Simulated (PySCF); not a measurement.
C4H4P (charge -1).
Atom-mapped SMILES: `[cH:1]1[cH:2][cH:3][p-:4][cH:5]1`

NICS is the negative of the GIAO shielding at a point without a nucleus: at the ring centre (0) and 1 Å above and below it (1); zz is the component along the ring normal. Level: GIAO HF/pcSseg-2 (PySCF, non-relativistic, gas phase) on the PBE0-D3(BJ)/def2-SVP geometry, one conformer.

Ring bond lengths (Å): C1–C2 1.415, C2–C3 1.398, C3–P4 1.764, P4–C5 1.764, C5–C1 1.398.

Q: What do the NICS probes read (ppm)?

A: 
| ring | type | NICS(0) | NICS(1), two faces | NICS(1)zz, two faces | rms pucker (Å) | centre to ring atoms, mean (Å) |
| --- | --- | --- | --- | --- | --- | --- |
| C1–C2–C3–P4–C5 | 5-membered ring with P; formal bonds all aromatic | -14.0 | -10.9 / -10.9 | -34.2 / -34.2 | 0.00 | 1.31 |

Q: What do they say, and how far can they be read as aromaticity?

A: 
- C1–C2–C3–P4–C5: mean NICS(1)zz -34.2 ppm, shielded.

Q: And the bond-length index? HOMA takes Krygowski's 1993 parameters.

A: 
- C1–C2–C3–P4–C5: HOMA 0.75; the largest term is that of C3–P4, α(R − Ropt)² = 0.52.

Q: At the second NICS(1) probe listed for ring C1–C2–C3–P4–C5, 1 Å off the ring, how large is the induced field along the normal in 11.7 T applied along it?

A: NICSzz × B0 = -34.2 ppm × 11.7 T = -400 μT, against the applied field.

Q: How shielded are the nuclei of the rings and their hydrogens (means over atoms taken as equivalent)?

A: 
```tsv
atoms	environment	σ isotropic (ppm)	principal values of the symmetric part, first atom (ppm)
C1 (×2)	aromatic CH carbon	69.8	-26.3, 71.5, 164.3
C3 (×2)	aromatic CH carbon	46.6	-93.7, 65.1, 168.3
P4	phosphorus bonded to 2 C	263.3	150.5, 193.5, 446.0
H on C1 (×2)	aromatic hydrogen	25.02	22.0, 24.7, 28.4
H on C3 (×2)	aromatic hydrogen	24.49	23.0, 23.4, 27.0
```

Q: How do the values depend on the level or the medium?

A: 
| level | NICS(0), C1–C2–C3–P4–C5 | mean NICS(1)zz, C1–C2–C3–P4–C5 |
| --- | --- | --- |
| HF/pcSseg-2, gas | -14.0 | -34.2 |
| PBE0/pcSseg-1, gas | -14.1 | -32.3 |
| PBE0/pcSseg-1, IEF-PCM benzene | -13.8 | -32.2 |
| PBE0/pcSseg-1, IEF-PCM chloroform | -13.5 | -32.2 |

The geometry is the same throughout; the continuum's cavity takes Bondi-type radii × 1.2.

Time: 18 s wall; peak memory 0.91 GiB. Hardware: an Arm Neoverse V1 with one thread, shared host with 32 logical CPUs at a one-minute load of 13. This is the whole shielding run at HF/pcSseg-2, SCF included.
